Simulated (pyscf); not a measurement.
Thermochemistry of product channels of HB=NH + hydrogen chloride (HCl) on the singlet surface, in kcal/mol, from ωB97M-D3(BJ)/def2-TZVP energies (ideal gas, 1 atm, RRHO with modes under 100 cm⁻¹ raised to 100, one conformer, R ln 2 for rigid chiral ones). Optimised with ωB97X-D3(BJ)/def2-SVP in PySCF.

```tsv
products	ΔE	ΔH(298 K)	ΔG(900 K)	ΔG(1200 K)
H₂N–BH–Cl	-55.6	-51.6	-23.6	-14.1
HN=B–Cl + hydrogen (H₂)	-7.9	-9.7	-6.1	-5.3
```

These are energies of the channels, which say nothing of barriers.
